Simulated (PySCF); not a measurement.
## The first ionisation energy along the third row

All values are computed (PySCF 2.14, energy differences of UHF-based or UKS calculations, no spin-orbit coupling). Values in eV. The last column holds reference values (NIST; (s) semi-empirical, (t) theoretical, else measured). Unmarked ones compare directly (S terms, centres of terms, or small fine structure); those marked * lie between the lowest fine-structure levels and include a spin-orbit shift.

```
                          element               configurations     UHF  MP2 (valence)  CCSD (valence)     PBE    PBE0  r2SCAN  reference
Mg (dyall-av3z, non-relativistic)          [Ne] 3s2 → [Ne] 3s1   6.605          7.261           7.529   7.613   7.542   7.370      7.646
Al (dyall-av3z, non-relativistic)      [Ne] 3s2 3p1 → [Ne] 3s2   5.607          5.834           5.922   6.077   6.097   6.174      5.977
Si (dyall-av3z, non-relativistic)  [Ne] 3s2 3p2 → [Ne] 3s2 3p1   7.638          8.049           8.074   8.200   8.220   8.321      8.157
 P (dyall-av3z, non-relativistic)  [Ne] 3s2 3p3 → [Ne] 3s2 3p2   9.910         10.493          10.426  10.493  10.532  10.638     10.526
 S (dyall-av3z, non-relativistic)  [Ne] 3s2 3p4 → [Ne] 3s2 3p3   9.232         10.000          10.107  10.428  10.402  10.363     10.336
Cl (dyall-av3z, non-relativistic)  [Ne] 3s2 3p5 → [Ne] 3s2 3p4  11.765         12.760          12.722  12.972  12.955  12.996     12.974
Ar (dyall-av3z, non-relativistic)          [Ar] → [Ne] 3s2 3p5  14.557         15.733          15.549  15.708  15.717  15.760     15.819
```

Q: Which of these methods has the smallest mean absolute error against the measured values here?

A: PBE, with 0.059 eV.

| method | elements | mean error (eV) | mean absolute error (eV) | largest error (eV) |
| --- | --- | --- | --- | --- |
| UHF | 7 | -0.874 | 0.874 | -1.262 |
| MP2 (valence) | 7 | -0.186 | 0.186 | -0.385 |
| CCSD (valence) | 7 | -0.158 | 0.158 | -0.269 |
| PBE | 7 | 0.008 | 0.059 | -0.111 |
| PBE0 | 7 | 0.005 | 0.069 | 0.120 |
| r2SCAN | 7 | 0.027 | 0.123 | -0.277 |

Errors include the incompleteness of the basis and the frozen core.

"Valence" correlates the outer s and p shells and, in groups 3 to 12 and the f block, the outer d or f shell, open or full, or the next shell where the ion has no valence electron left; the wider scheme adds the next inner shell.
